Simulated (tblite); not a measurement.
Isomers of C4H7F. Method: GFN2-xTB as coded in tblite; computed harmonic values from a numerical Hessian at the method's own geometry, unscaled. Against measured fundamentals such values can be off by several per cent, at times by over 20. One conformer each.

Electronic energies: GFN2-xTB at the same geometries; isomer energies are rough at this level and their order can be wrong.

```tsv
SMILES	electronic energy, lowest = 0 (kcal/mol)
CC/C=C/F	10.3
FC1CCC1	0.0
CC(C)=CF	6.3
```

Task: How do GFN2-xTB zero-point energies change the relative energies?

Result: 
```csv
SMILES,ZPE (kcal/mol),of it from modes above 1550 cm⁻¹,electronic (kcal/mol),"with ZPE, lowest = 0 (kcal/mol)",lowest mode (cm⁻¹),rings
FC1CCC1,63.8,30.2,0.0,0.0,105,1
CC(C)=CF,61.8,32.9,6.3,4.4,113,0
CC/C=C/F,62.2,32.8,10.3,8.7,79,0
```

The zero-point energies span 2.0 kcal/mol, from `CC(C)=CF` to `FC1CCC1`. The order is unchanged.

Task: What do entropy and thermal enthalpy add at 298.15 K and 1 bar (rigid rotor, harmonic oscillator, one conformer each)?

Result: 
| SMILES | point group | symmetry number | S (cal/(mol K)) | H − H(0) (kcal/mol) | ZPE + H − H(0) − TS (kcal/mol) |
| --- | --- | --- | --- | --- | --- |
| FC1CCC1 | Cs | 1 | 71.0 | 3.62 | 46.2 |
| CC(C)=CF | Cs | 1 | 77.2 | 4.55 | 43.3 |
| CC/C=C/F | C1 | 1 | 76.9 | 4.43 | 43.6 |
